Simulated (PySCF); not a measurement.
Compound: C4H5P.
Numbering: `[CH2:1]=[CH:2][P:3]1[CH:4]=[CH:5]1` (hydrogens: H6, H7 on C1; H8 on C2; H9 on C4; H10 on C5)

Geometry (PBE0-D3(BJ)/def2-SVP, Å), atoms numbered from 1 in this order:
```xyz
10
C4H5P angstrom
C     -2.162   -0.076   -0.161
C     -0.846    0.094   -0.325
P      0.338   -0.444    0.967
C      1.835    0.552    0.593
C      1.911   -0.624    0.035
H     -2.566   -0.542    0.745
H     -2.887    0.238   -0.918
H     -0.456    0.563   -1.238
H      2.351    1.499    0.748
H      2.530   -1.281   -0.576
```

Method: core-valence-separated Tamm–Dancoff BHandHLYP/aug-pcX-1 (pcseg-1 on H, def2-SVPD on P) in PySCF, non-relativistic, gas phase, PBE0-D3(BJ)/def2-SVP geometry. The energies are unshifted.

The lowest roots of each edge with f over 0.003 (five at most, numbered afresh; weaker and dark ones are left out), with transition dipoles (au) in the frame of the coordinates:

```
root  edge  E (eV)       f       μx       μy       μz
   1     C  282.29  0.0582  -0.0058   0.0825   0.0398
   2     C  282.39  0.0592   0.0059  -0.0831  -0.0401
   3     C  282.79  0.1190   0.0558  -0.0480   0.1084
   4     C  285.09  0.0522  -0.0786  -0.0234   0.0275
   5     C  285.10  0.0077  -0.0143   0.0241   0.0177
```

**Question.** Molecules are fixed in this frame and the field points along z. What effective strengths 3 f cos²θ do the roots have (θ between field and μ)?

**Answer.** root 1 (C1): 0.033, root 2 (C2): 0.033, root 3 (C4/C5): 0.244, root 4 (C4/C5): 0.016, root 5 (C4/C5): 0.007. Root 3 is the strongest. Averaged over all orientations cos²θ is 1/3, which gives f back.

The run took 8.5 s wall on an AMD EPYC 7R43 with one thread, shared host with 256 logical CPUs at a one-minute load of 89, and the process peaked at 0.74 GiB of memory.

One conformer stands for the species.
